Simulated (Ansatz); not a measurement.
# Black phosphorus: r²SCANh at the r²SCAN geometry

Aim: a hybrid single point, for the levels. Spin polarisation is left out. The geometry was relaxed under r²SCAN beforehand and is kept. Exact exchange is dear, so the k-mesh is coarse.

Computed with Ansatz 0.2.0 (DFT, plane waves (500 eV) with PBE-made PAW files, scalar-relativistic; functionals as named at each step, unless a step says otherwise).

## (1) The system as given

Symmetry: Cmce, No. 64, orthorhombic system. The conventional cell has a = 3.308 Å, b = 10.997 Å, c = 4.547 Å, α = 90.00°, β = 90.00°, γ = 90.00°. Around P (site symmetry m) lie 3 P at 2.21 to 2.25 Å.

As a file:

```cif
data_structure
_symmetry_space_group_name_H-M 'Cmce'
_symmetry_Int_Tables_number 64
_cell_length_a 3.3077
_cell_length_b 10.9968
_cell_length_c 4.5469
_cell_angle_alpha 90.000
_cell_angle_beta 90.000
_cell_angle_gamma 90.000
_cell_volume 165.39
loop_
_atom_site_label
_atom_site_type_symbol
_atom_site_symmetry_multiplicity
_atom_site_Wyckoff_symbol
_atom_site_fract_x
_atom_site_fract_y
_atom_site_fract_z
_atom_site_occupancy
P1 P 8 f 0.00000 0.90449 0.91181 1
```

## (2) r²SCANh, coarse mesh

The run with r²SCANh.

Contents of input.yaml:

```yaml
crystal:
  lattice:
    - [1.6538346428, -5.4984065692, 0.0]
    - [1.6538346428, 5.4984065692, 0.0]
    - [0.0, 0.0, 4.5468945475]
  atoms:
    - { symbol: P, position: [0.0955109131, 0.9044890869, 0.9118095336] }
    - { symbol: P, position: [0.5955109131, 0.4044890869, 0.5881904664] }
    - { symbol: P, position: [0.9044890869, 0.0955109131, 0.0881904664] }
    - { symbol: P, position: [0.4044890869, 0.5955109131, 0.4118095336] }
hamiltonian:
  xc: r2scanh
  pseudopotentials:
    kind: paw
    azcp:
      P: "pseudopotentials/P.paw.azcp"
basis:
  ecutwfc: 500
  fft_grid_basis: typed
kpoints:
  mp_grid: { grid: [5, 5, 4], shift: [0, 0, 0] }
magnetization:
  spin_polarized: false
scf:
  occupations: { method: fermi_dirac, width: 0.1 }
```

Before running it: what results should come out? Wanted: r²SCANh: gap.

**Answer**, as computed:

| quantity | value |
| --- | --- |
| r²SCANh: gap | 1.05 eV |
| r²SCANh: SCF cycles, exchange loops | 16, 2 |

In words: r²SCANh gives a gap of 1.05 eV here. r²SCANh needed 2 outer loops of the exchange operator. The cell taken over is 9 % larger than the measured one (19.03 Å³/atom, COD), which weighs on all values here. A gap read on the mesh alone is an upper bound to the gap of this level of theory.
